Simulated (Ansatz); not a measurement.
A run of Ansatz (development build ahead of 0.2.0) on doublet CO₂(+) at this shape:

```xyz
3

O    -0.0938    1.1299    0.0877
C     0.0074   -0.0005    0.0194
O     0.1086   -1.1309   -0.0490
```

Its results:

```json
{"Converged": "yes", "Total energy": "-187.02337 hartree", "Spin squared of the determinant": "0.928", "Stability test": "minimum"}
```

Forces (eV/Å):
```tsv
atom	Fx	Fy	Fz
O1	-0.222	2.480	0.150
C2	0.000	0.000	0.000
O3	0.222	-2.480	-0.150
```

Which input gives this output? Name the method, the orbitals and the basis set, and write the input.

UHF in def2-SVP.

```yaml
crystal:
  periodic: [false, false, false]
  atoms:
    - { symbol: O, position_ang: [-0.09381, 1.12986, 0.08775] }
    - { symbol: C, position_ang: [0.00738, -0.00054, 0.01938] }
    - { symbol: O, position_ang: [0.10859, -1.13093, -0.049] }
basis:
  gaussian: { orbitals: def2-SVP }
total_charge: 1
magnetization:
  spin_polarized: true
  initial_magnetization: 1
hamiltonian:
  xc: hf
output:
  forces: true
```

Caution: the unrestricted determinant is spin contaminated.
